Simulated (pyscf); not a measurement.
`[NH2][SiH3]` + `[Cl][BH][Cl]` -> `[NH2][B]([Cl])[Cl]` + `[SiH4]`, a four-centre exchange (singlet surface; N–Si, B–H broken, B–N, H–Si formed). Structures and frequencies: ωB97X-D3(BJ)/def2-SVP in PySCF. Energies in kcal/mol from the separated reactants.

Small-basis levels: PySCF, no dispersion term, spherical d functions. 

**Question.** In single points B3LYP/LANL2DZ puts the saddle at 6.6 kcal/mol and the reaction energy at -32.0 kcal/mol. Should these be trusted to within a few kcal/mol? Compare with ωB97M-D3(BJ)/def2-TZVP.

**Answer.** ωB97M-D3(BJ)/def2-TZVP gives ΔE‡ = 1.4 kcal/mol and ΔE = -20.5 kcal/mol. B3LYP/LANL2DZ lies 5.2 kcal/mol over it in the barrier and 11.5 kcal/mol under it in the reaction energy, so on this step it does not hold to within 3.0 kcal/mol. ωB97M-D3(BJ)/def2-TZVP has limits of its own. On the reactant side the descent ends in an adduct with a B–N contact (not fully relaxed), 25.8 kcal/mol under the separated species and 25.3 kcal/mol under the saddle at ωB97X-D3(BJ)/def2-TZVP. What is counted as formed (B–N) is already present as a longer contact in the reactant adduct; forming that adduct is a step of its own. This is the saddle that the search found; another between the same sides may lie lower.
